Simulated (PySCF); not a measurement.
## Electronic absorption of H6N2Si

H₆N₂Si.
Numbering: `[NH2:1][SiH2:2][NH2:3]` (hydrogens: H4, H5 on N1; H6, H7 on Si2; H8, H9 on N3)

The calculation used TDDFT PBE0/def2-SVPD, vertical, gas phase, core orbitals frozen in the response in PySCF 2.14.0, density-fitted response routines. The structure is a single GFN2-xTB conformer in the gas phase; no vibrational or solvent corrections. Torsions of this conformer, `[NH2:1][SiH2:2][NH2:3]`: H–N1–Si2–N3 -58°, H–N1–Si2–N3 79°, H–N3–Si2–N1 169°, H–N3–Si2–N1 -55°.

Q: Predict the UV-vis stick spectrum at this level.

A: 

```json
{"state": "S1", "E (eV)": "6.44", "E (kJ/mol)": "622", "λ (nm)": "192.4", "f": "0.026", "main configurations (H = HOMO, L = LUMO)": "H→L (93%)"}
{"state": "S2", "E (eV)": "6.70", "E (kJ/mol)": "647", "λ (nm)": "185.0", "f": "0.048", "main configurations (H = HOMO, L = LUMO)": "H-1→L (78%), H→L+1 (14%)"}
{"state": "S3", "E (eV)": "6.93", "E (kJ/mol)": "668", "λ (nm)": "179.0", "f": "0.013", "main configurations (H = HOMO, L = LUMO)": "H→L+1 (78%), H-1→L (10%)"}
{"state": "S4", "E (eV)": "7.47", "E (kJ/mol)": "721", "λ (nm)": "166.0", "f": "0.043", "main configurations (H = HOMO, L = LUMO)": "H-1→L+1 (82%), H-1→L (10%)"}
{"state": "S5", "E (eV)": "7.85", "E (kJ/mol)": "758", "λ (nm)": "157.9", "f": "0.023", "main configurations (H = HOMO, L = LUMO)": "H→L+2 (95%)"}
{"state": "S6", "E (eV)": "8.07", "E (kJ/mol)": "779", "λ (nm)": "153.6", "f": "0.025", "main configurations (H = HOMO, L = LUMO)": "H→L+3 (84%)"}
{"state": "S7", "E (eV)": "8.23", "E (kJ/mol)": "794", "λ (nm)": "150.6", "f": "0.0088", "main configurations (H = HOMO, L = LUMO)": "H-1→L+2 (70%), H-1→L+3 (18%)"}
{"state": "S8", "E (eV)": "8.34", "E (kJ/mol)": "805", "λ (nm)": "148.6", "f": "0.0082", "main configurations (H = HOMO, L = LUMO)": "H-1→L+3 (65%), H-1→L+2 (21%)"}
```

Triplets, Tamm–Dancoff:

```csv
state,E (eV),λ (nm),"main configurations (H = HOMO, L = LUMO)"
T1,6.14,201.8,H→L (83%)
T2,6.31,196.4,"H-1→L (62%), H→L+1 (31%)"
T3,6.63,186.9,"H→L+1 (52%), H-1→L (21%), H→L (10%)"
```

The lowest singlet lies at 6.44 eV (192 nm, vacuum ultraviolet) and is weak; its leading configuration is HOMO→LUMO (93%). The most intense listed level is S2 at 6.70 eV (185 nm, f = 0.048), 0.26 eV above S1. Löwdin shares by element: HOMO nitrogen 66%, silicon 12%, hydrogen 6% or more (atoms not listed hold the other 15%); LUMO silicon 38%, hydrogen 19% or more, nitrogen 11% or more (atoms not listed hold the other 32%). Weighted by f, the mean energy of these states is 7.30 eV. Orbital energies (eV): HOMO-3 -10.40, HOMO-2 -9.56, HOMO-1 -7.60, HOMO -7.29, LUMO 0.50, LUMO+1 0.96, LUMO+2 1.77. The listed states span 1.90 eV, and the widest gap between neighbours is 0.54 eV (S3 to S4). Only the lowest 8 singlets were computed, as vertical energies without vibronic structure.
